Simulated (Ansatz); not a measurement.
**AlNaH (doublet): from Hartree-Fock to the top rungs at angle Na2–Al1–H3 = 67.7°, cc-pVDZ**

The task here is to estimate one member of a computed series from the others.

Computed with Ansatz 0.2.0, Gaussian basis. Level: cc-pVDZ, core rule «outside noble gas», up to 10 orbitals frozen.

To be run: UHF; CCSD(T) on ROHF; CCSD(T) on UHF; BCCD(T) on ROHF; CISD as a restricted active space (open shells left free, so some higher excitations enter); CCSDT(Q) on ROHF; CCSDT(Q) on UHF; CASSCF and MRCISD+Q, 3 electrons in 3 orbitals; CASSCF and NEVPT2, 3 electrons in 3 orbitals; Full CI.

28 further runs of the same task are left out: 16 for a known fault of the program, 7 that didn't finish, 5 set aside as unsound or not needed. Runs told in other sessions of the task aren't counted.

**The system**

The geometry derives from a PBE0/def2-TZVP stationary point (not a proven minimum). One angle is set to the value named; bond lengths are kept.

3 atoms, charge 0, spin multiplicity 2.

Atoms are counted from 1 here; the program's logs count them from 0.

Bond lengths: Al1–H3 1.640 Å.

Coordinates:

```xyz
3
AlHNa
Al    0.00000   -0.71997    1.14741
Na    0.00000    0.80542   -1.40762
H     0.00000    0.90223    1.39094
```

The first run:

Contents of in.yaml:

```yaml
crystal:
  periodic: [false, false, false]
  atoms:
    - {symbol: Al, position_ang: [0.000000, -0.719968, 1.147409]}
    - {symbol: Na, position_ang: [0.000000, 0.805421, -1.407620]}
    - {symbol: H, position_ang: [0.000000, 0.902234, 1.390943]}
basis:
  gaussian: {orbitals: cc-pVDZ}
magnetization: {spin_polarized: true, initial_magnetization: 1}
hamiltonian: {xc: hf}
output: {orbitals: {seedname: orbitals}}
```

The run is started by

```
> ansatz run in.yaml --threads 1 --pin off --events-out ev --progress --plain --max-ram 2393MiB
```

Steps of the session up to this table: UHF; CCSD(T) on ROHF; CCSD(T) on UHF; BCCD(T) on ROHF; CISD as a restricted active space (open shells left free, so some higher excitations enter); CCSDT(Q) on ROHF; CCSDT(Q) on UHF; CASSCF and MRCISD+Q, 3 electrons in 3 orbitals; CASSCF and NEVPT2, 3 electrons in 3 orbitals; Full CI.

One of the session's tables, all rows but one given; the rest of the session is left out.

It belongs to the step «Misses and costs». 

```
     method  from FCI (meV)
       ROHF         +2356.6
        UHF               ?
       RMP2          +702.9
       UMP2          +728.5
       CISD          +160.4
      RCCSD           +76.5
      UCCSD           +72.9
   RCCSD(T)           +22.2
   UCCSD(T)           +21.4
    BCCD(T)           +21.8
     RCCSDT            +2.2
     UCCSDT            +1.5
  RCCSDT(Q)            +0.5
  UCCSDT(Q)            -0.2
CASSCF pair         +1913.8
NEVPT2 pair          +662.4
        FCI               0
```

**Question.** Estimate the row for UHF.

**Answer.** from FCI (meV): +2275.3. In the column «from FCI (meV)» it lies between CASSCF pair (+1913.8) and ROHF (+2356.6).

Not comparable, so not listed: CASSCF and MRCISD+Q, 3 electrons in 3 orbitals (they don't share determinant, frozen orbitals or solution with the rows shown, or repeat one).

To keep in mind: Levels on UHF freeze UHF's core orbitals, full CI those of ROHF, so the U rows can settle a little off it for that reason alone. Restricted and unrestricted rows rest on different reference determinants; a gap between their highest levels can come from leftover correlation error, from unlike frozen cores or from another state. Warnings in the runs' records: passed over end.
